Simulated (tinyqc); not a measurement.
Inside a calculation. Method: G0W0 on RHF in the sto-6g basis, for OH-, spin multiplicity 1. The basis has no diffuse functions, so it cannot describe the extra electron: this is an exercise in the method, not the real anion. One step of it, computed by the program tinyqc.

Task: G0W0 on Hartree-Fock: HOMO. W(p,q,m) = sqrt2 sum_ia (pq|ia) (X+Y)_ia,m; Sigma_c(x) = sum_(i,m) W^2/(x - e_i + w_m) + sum_(a,m) W^2/(x - e_a - w_m); solve x = e_p + Sigma_c(x) by Newton steps; Z = 1/(1 - dSigma/dx); 1 hartree = 27.211386 eV.

orbital energies (hartree): MO1 -19.783412, MO2 -0.599972, MO3 0.083615, MO4 0.167950, MO5 0.167950, MO6 0.934107

Two-electron integrals over orbitals (pq|rs), unique and non-zero (hartree):
```
(11|11) 4.763825    (21|11) -0.467374   (21|21) 0.073526    (22|11) 1.085241
(22|21) -0.020657   (22|22) 0.753770    (31|11) 0.128323    (31|21) -0.020373
(31|22) 0.006114    (31|31) 0.012088    (32|11) -0.167622   (32|21) 0.005772
(32|22) -0.071115   (32|31) 0.008760    (32|32) 0.104670    (33|11) 0.636550
(33|21) -0.004773   (33|22) 0.535825    (33|31) -0.000096   (33|32) 0.031047
(33|33) 0.612362    (41|41) 0.026650    (42|41) 0.034785    (42|42) 0.162836
(43|41) -0.008670   (43|42) -0.035803   (43|43) 0.024283    (44|11) 1.117097
(44|21) -0.012586   (44|22) 0.780822    (44|31) 0.003339    (44|32) -0.090667
(44|33) 0.516223    (44|44) 0.880663    (51|51) 0.026650    (52|51) 0.034785
(52|52) 0.162836    (53|51) -0.008670   (53|52) -0.035803   (53|53) 0.024283
(54|54) 0.047461    (55|11) 1.117097    (55|21) -0.012586   (55|22) 0.780822
(55|31) 0.003339    (55|32) -0.090667   (55|33) 0.516223    (55|44) 0.785741
(55|55) 0.880663    (61|11) -0.100758   (61|21) 0.015874    (61|22) -0.003726
(61|31) 0.007473    (61|32) 0.019737    (61|33) -0.003374   (61|44) -0.002632
(61|55) -0.002632   (61|61) 0.025329    (62|11) 0.130162    (62|21) -0.004380
(62|22) 0.066175    (62|31) 0.015656    (62|32) 0.059945    (62|33) 0.003604
(62|44) 0.071040    (62|55) 0.071040    (62|61) 0.024892    (62|62) 0.114354
(63|11) 0.314977    (63|21) -0.004359   (63|22) 0.172363    (63|31) -0.002244
(63|32) -0.097989   (63|33) -0.032563   (63|44) 0.186559    (63|55) 0.186559
(63|61) -0.007503   (63|62) 0.013729    (63|63) 0.187833    (64|41) 0.006537
(64|42) 0.026708    (64|43) 0.016034    (64|64) 0.037861    (65|51) 0.006537
(65|52) 0.026708    (65|53) 0.016034    (65|65) 0.037861    (66|11) 0.945674
(66|21) -0.011203   (66|22) 0.677315    (66|31) 0.008723    (66|32) -0.003944
(66|33) 0.594609    (66|44) 0.671312    (66|55) 0.671312    (66|61) 0.007933
(66|62) 0.072724    (66|63) 0.087681    (66|66) 0.704473
```

excitation energies w (hartree): 0.838467  0.838467  1.166176  1.748345  20.768134

X + Y:
```
            1          2          3          4          5
1>6  0.000000   0.000000   0.001438  -0.004471   0.998780
2>6  0.000000   0.000000  -0.042543   0.936075   0.000356
3>6  0.000000   0.000000   0.853403   0.025871  -0.000059
4>6  0.002740   0.955904   0.000000   0.000000   0.000000
5>6  0.955904  -0.002740   0.000000   0.000000   0.000000
```

Give: The 12 largest terms at x = e_p; Newton steps; quasiparticle energy of the HOMO; Hartree-Fock value.

Result:

The 12 largest terms at x = e_p (hartree; W for the signs of X + Y given):
```
q  m          W       term
5  3     0.2209     0.0418
5  4     0.1009     0.0058
6  1     0.0512    -0.0016
2  1     0.0361     0.0008
3  1     0.0217     0.0005
1  1     0.0088   3.76e-06
5  5    -0.0037   6.58e-07
6  2  -1.47e-04  -1.34e-08
2  2  -1.03e-04   6.67e-09
3  2  -6.21e-05   4.18e-09
1  2  -2.53e-05   3.08e-11
```

Newton steps (hartree):
```
step       x  Sigma_c(x)       Z
0     0.1679      0.0473  0.9604
1     0.2134      0.0455  0.9630
2     0.2135      0.0455  0.9630
3     0.2135      0.0455  0.9630
```

quasiparticle energy of the HOMO = 5.8092 eV

Hartree-Fock value = 4.5701 eV
